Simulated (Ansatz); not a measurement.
**Tantalum, bcc: convergence with Methfessel-Paxton smearing**

Computed with Ansatz, PBE, scalar-relativistic PAW, on the relaxed cell (a = 3.321 Å; spin not included). Errors count from a run at 420 eV on a Γ-centred 22×22×22 mesh with Fermi-Dirac smearing of 0.1 eV, extrapolated to zero width. Fixed here: cutoff 420 eV, mesh 13×13×13. The SCF starts from atomic densities corrected by a trained network.

```
width (eV)  E(σ→0) error (meV/atom)  F error (meV/atom)  P (GPa)  SCF iterations
      0.01                     -0.7                -0.7     0.35               6
      0.03                     -0.8                -0.8     0.36               6
       0.1                     -0.4                -0.2     0.29               5
       0.2                     -0.1                -0.4     0.10               5
       0.3                     -0.6                -1.0    -0.09               5
       0.6                     -1.4                -5.2    -0.36               5
       1.0                     -7.6               -19.9    -0.26               4
```
